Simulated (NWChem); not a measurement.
CH3O cation; SMILES [OH+]=C

```xyz
5

C     -0.0085     0.6221     0.0000
O     -0.1175    -0.6266     0.0000
H     -0.9634     1.1894     0.0000
H      0.9811     1.1312     0.0000
H      0.7396    -1.1363     0.0000
```
Atoms are numbered in this order, from 1.

The geometry was optimised at PBE-D3(BJ)/def2-SVP.

 Unshifted, non-relativistic core excitations; the lowest 4 roots alone, so stronger bands may lie above.

Problem. List the first C K-edge excitations from PBE/def2-TZVP, restricted-window TDA (NWChem).

Solution. 
```csv
state,energy (eV),dipole oscillator strength,leading excitation (squared amplitude)
S1,269.6,0.0602,1s of atom 1 or its equivalents → LUMO (1.00)
S2,273.7,0.0045,1s of atom 1 or its equivalents → LUMO+1 (1.00)
S3,276.1,0.0048,1s of atom 1 or its equivalents → LUMO+2 (0.99)
S4,276.8,0.0214,1s of atom 1 or its equivalents → LUMO+3 (0.99)
```
